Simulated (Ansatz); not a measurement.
# Sodium, bcc under r²SCAN: from relaxation to bulk modulus

The plan for sodium in the bcc structure: relax it, solve it on a dense k-mesh, switch on spin-orbit coupling, then scale the cell to 7 volumes from 88 to 112 % of the relaxed one and try a fit of the equation of state. The k-meshes are 11×11×11 for the relaxation; 17×17×17 for the dense run; 11×11×11 for spin-orbit coupling; 17×17×17 for the volumes. The starting cell is the measured one, from the Crystallography Open Database.

Method: DFT r2SCAN, plane waves (500 eV) with PAW, scalar-relativistic; the PAW data stem from PBE, with regenerated cores, in Ansatz 0.2.0.

### Step 1. Starting point

Symmetry: Im-3m, No. 229, cubic system. The conventional cell has a = 4.225 Å, b = 4.225 Å, c = 4.225 Å, α = 90.00°, β = 90.00°, γ = 90.00°. Na (site symmetry m-3m) is surrounded by 8 Na at 3.66 Å.

Coordinates:

```xyz
1
Lattice="-2.1125 2.1125 2.1125 2.1125 -2.1125 2.1125 2.1125 2.1125 -2.1125" Properties=species:S:1:pos:R:3 pbc="T T T"
Na    0.0000    0.0000    0.0000
```

### Step 2. Relaxation of the cell

File input.yaml:

```yaml
crystal:
  lattice:
    - [-2.1125, 2.1125, 2.1125]
    - [2.1125, -2.1125, 2.1125]
    - [2.1125, 2.1125, -2.1125]
  atoms:
    - { symbol: Na, position: [0.0, 0.0, 0.0] }
hamiltonian:
  xc: r2scan
  pseudopotentials:
    kind: paw
    azcp:
      Na: "pseudopotentials/Na.paw.azcp"
basis:
  ecutwfc: 500
  fft_grid_basis: typed
kpoints:
  mp_grid: { grid: [11, 11, 11], shift: [0, 0, 0] }
magnetization:
  spin_polarized: false
scf:
  occupations: { method: fermi_dirac, width: 0.1 }
relax:
  max_steps: 60
  f_tol: 0.01
  cell: {}
```

After this run come: The energy on a finer k-mesh; A two-component run at the same geometry; At 88 % of the relaxed volume; At 92 % of the relaxed volume; At 96 % of the relaxed volume; At 100 % of the relaxed volume; At 104 % of the relaxed volume; At 108 % of the relaxed volume; At 112 % of the relaxed volume.

**Question.** What will these runs give? Wanted: space group; conventional cell; volume; shortest distance; gap on the mesh; V₀, B₀, B₀′.

**Answer**, as computed:

| quantity | value |
| --- | --- |
| space group (spins left aside) | Im-3m (No. 229) |
| conventional cell | a = 4.225 Å |
| volume | 37.709 Å³/atom |
| shortest distance | 3.659 Å |
| against the measured volume | 0.0 % (37.709 Å³/atom) |
| gap on the mesh | none (levels filled in part) |
| V₀, B₀, B₀′ | 37.657 Å³/atom, 7.7 GPa, 3.6 |

**Reading.** The measured cell keeps its volume on relaxing; the fit below the tolerance puts V₀ -0.1 % from it. No gap shows: it is a metal or semimetal at this level. The total energy of the spin-orbit run (on a coarser mesh) lies +64 meV/atom from the scalar one; mesh and treatment of the core enter this figure, so it is no spin-orbit energy. The fitted modulus is 7.7 GPa, a soft solid.
